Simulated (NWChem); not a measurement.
System: fluoromethane (CH3F); SMILES CF

```xyz
5

C      0.0000     0.0000    -0.6187
F      0.0000     0.0000     0.7447
H      0.7326     0.7326    -0.9966
H      0.2681    -1.0007    -0.9966
H     -1.0007     0.2681    -0.9966
```
Atoms are numbered in this order, from 1.

All runs: NWChem. Coordinates come from a PBE0/def2-SVP optimisation.

Question: What does the run give for LDA (Slater exchange, VWN5)/def2-TZVPD? Quantities: highest occupied level (eV); orbital gap (eV); dipole (D).

Answer: The highest occupied level (eV) is -8.12, the orbital gap (eV) comes out as 8.05 and the dipole (D) is 1.67.
